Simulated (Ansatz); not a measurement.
Compare A (`CO/C(C)=C\F`) with its isomer B (`CC(C)(F)C=O`).

Computed with Ansatz on PBE0-D4/def2-TZVP structures; ΔE is electronic, products minus reactants. CBS: MP2 limit from def2 TZ/QZ plus the TZ coupled-cluster correction, frozen cores. DFT in def2-TZVPP. One conformer a species, not always the lowest.

Task: Which isomer does CCSD(T)/CBS put lower? Give the gap. (Estimate.)

Result: Computed: B, by 25.1 kcal/mol.

Task: Give E(B) − E(A) in kcal/mol with CCSD(T)/def2-TZVPP, HF/def2-TZVPP, PBE0-D4, MP2/def2-TZVPP, PBE-D4, B2PLYP, CCSD/def2-TZVPP. (Estimate.)

Result: The calculation gave: CCSD(T)/def2-TZVPP -25.4, HF/def2-TZVPP -25.7, PBE0-D4 -23.1, MP2/def2-TZVPP -26.5, PBE-D4 -22.1, B2PLYP -24.1, CCSD/def2-TZVPP -25.6. None reverses the order clearly.

Largest T1 diagnostic: 0.013.

From PBE to PBE0 (25 % exact exchange), in def2-TZVPP and without D4, E(B) − E(A) moves by −1.0 kcal/mol.
